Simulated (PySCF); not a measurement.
`[SH3+]` (sulfonium) (charge +1). The geometry is computed with GFN2-xTB (gas phase).

```
atom  x, y, z in Å
S1    -0.0014    0.0040    0.5415
H2    -0.5547    0.9975   -0.1963
H3     1.1461   -0.0162   -0.1797
H4    -0.5798   -0.9805   -0.1884
```

(1) Which two atoms are farthest apart?

(2) Work out the bond lengths S1–H2, S1–H3, S1–H4 in Å.

(3) What are the angles H2–S1–H4, H3–S1–H4, H2–S1–H3?

(4) What is the repulsion energy of the bare nuclei, Σ ZA·ZB/RAB?

(5) Where is the centre of mass (commonest isotopes), and what is the radius of gyration?

## Answers

(1) H2···H3, H2···H4 and H3···H4, 1.980 Å down to 1.977 Å.

(2) For S1–H2 the difference vector is (-0.5533, 0.9935, -0.7378) Å, of length 1.3556 Å. S1–H2 1.356; S1–H3 1.355; S1–H4 1.355 Å.

(3) From the scalar product of the two bond vectors; for H2–S1–H4 it is -0.1196 Å² over 1.3556 × 1.3552 Å², cos θ = -0.0651. H2–S1–H4 93.7°; H3–S1–H4 93.7°; H2–S1–H3 93.8°.

(4) 19.54 Eh over 6 pairs, with full nuclear charges and distances in bohr; the largest single term is 6.25 Eh (S1 with H4, or a pair equal to it).

(5) Mass 34.996 u; centre at (-0.001, 0.004, 0.478) Å; Rg = √(Σ m r²/M) = 0.393 Å. As Ia + Ib + Ic = 2 Σ m r², the three principal moments sum to 10.8 u·Å².

The point group is C3v within 0.08 Å; differences among equivalent distances and angles are scatter left by the optimiser. Whether it is a minimum is left open (no frequencies).
